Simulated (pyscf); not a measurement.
Structures and frequencies: ωB97X-D3(BJ)/def2-SVP in PySCF.

Problem. Estimate by transition-state theory the rate constant of Cl–GeH₂• + H₂ → GeH₃• + HCl (doublet surface; Cl–Ge, H–H broken, Ge–H, Cl–H formed) at 900 K, with ωB97M-D3(BJ)/def2-TZVP energies (ideal gas, 1 atm, RRHO with modes under 100 cm⁻¹ raised to 100, one conformer, R ln 2 for chiral ones without a mode under 150 cm⁻¹; no tunnelling).

Solution. The electronic barrier is 46.3 kcal/mol and the thermal terms add +21.6, so ΔG‡ = 67.9 kcal/mol. With k_BT/h = 1.88e+13 s⁻¹ and RT = 1.788 kcal/mol, and a volume of 1.23e-19 cm³ per molecule at 1 atm, k = 7.6e-23 cm³ molecule⁻¹ s⁻¹. Wigner's tunnelling factor for 1278i cm⁻¹ would be 1.17. A shift of 1 kcal/mol in the barrier changes k by a factor 1.7. The same reactants have a lower exit, to Cl–GeH₃ + H• (barrier +24.1 kcal/mol at ωB97M-D3(BJ)/def2-TZVP, against +46.3 kcal/mol here). One saddle was located; it need not be the lowest between these sides. Elements up to Kr have no core potential and no relativistic terms here.
